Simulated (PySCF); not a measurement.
# Löwdin shares of the frontier orbitals

C₃H₅N₃.
Geometry (PBE0-D3(BJ)/def2-SVP, Å), atoms numbered from 1 in this order:
```
atom  x, y, z in Å
C1    -1.4906   -0.0037    0.7289
N2    -0.2177   -0.1917    0.0828
C3     0.7413    0.7208   -0.1953
C4     1.7107   -0.0109   -0.8452
N5     1.2912   -1.2967   -0.9224
N6     0.1327   -1.3975   -0.3651
H7    -1.3644    0.5334    1.6789
H8    -2.1826    0.5561    0.0824
H9    -1.9049   -0.9997    0.9243
H10    0.6591    1.7677    0.0839
H11    2.6683    0.3099   -1.2496
```

Computed, not measured: PySCF, TDDFT B3LYP/def2-SVPD, vertical, gas phase, core orbitals frozen in the response.

Frontier orbitals with the atoms that hold most of them (Löwdin shares over 4%, at most four atoms; ? is withheld):

```tsv
orbital	ε (eV)	atoms
LUMO+2	0.81	C4 28%, N5 26%, C3 15%, N6 10%
LUMO+1	0.22	C1 34%, C3 15%, H7 14%, H8 12%
LUMO	-0.42	?
HOMO	?	?
HOMO-1	-7.42	C4 29%, C3 25%, N6 23%, N2 10%
HOMO-2	-8.18	N5 31%, N2 28%, C3 11%, N6 10%
HOMO-3	-9.20	N6 51%, N5 27%, C4 5%, C3 5%
```

Problem. Give the leading atoms of the HOMO.

Solution. N5 (bonded to C and N) 51%; N6 (bonded to 2 N) 26%; C4 (bonded to C, N and H) 10%; N2 (bonded to 2 C and N) 8%. By element: nitrogen 85%, carbon 10% or more.

Problem. Give the leading atoms of the LUMO.

Solution. N6 (bonded to 2 N) 26%; N2 (bonded to 2 C and N) 21%; C3 (bonded to C, N and H) 19%; N5 (bonded to C and N) 13%. By element: nitrogen 60%, carbon 19% or more.

Problem. What is the HOMO energy, and the HOMO–LUMO gap?

Solution. ε(HOMO) = -7.35 eV; the gap is 6.93 eV (0.2545 hartree).

Problem. How does S1 compare with the orbital gap of 6.93 eV?

Solution. S1 is at 5.59 eV (f = 0.0043), 1.33 eV below the gap, made of HOMO→LUMO (99%). Without the coupling terms of the response equations the lowest excitation would equal the gap.

Problem. Give energy, strength and leading configuration of S1, S2, S3, S5 and S8, and follow the Löwdin shares of the leading atoms from the occupied to the empty orbital.

Solution. 
- S1 (5.59 eV, f 0.0043), HOMO→LUMO (99%): N5 51% → 13%, N6 26% → 26%, N2 8% → 21%
- S2 (6.55 eV, f 0.092), HOMO-1→LUMO (79%): C4 29% → at most 13%, C3 25% → 19%, N6 23% → 26%, N2 10% → 21%
- S3 (6.79 eV, f 0.0073), HOMO-1→LUMO+1 (78%): C4 29% → at most 12%, C3 25% → 15%, C1 at most 11% → 34%
- S5 (6.85 eV, f 0.012), HOMO→LUMO+1 (90%): N5 51% → at most 12%, N6 26% → at most 12%, C1 at most 6% → 34%, C3 at most 6% → 15%
- S8 (7.50 eV, f 0.0019), HOMO-2→LUMO+1 (94%): N5 31% → at most 12%, N2 28% → at most 12%, C1 at most 10% → 34%, C3 11% → 15%

Löwdin shares depend on the basis, the more so with diffuse functions.

On an Arm Neoverse V2 with one thread (shared host), this took 83 s wall and 0.78 GiB of memory at its peak.
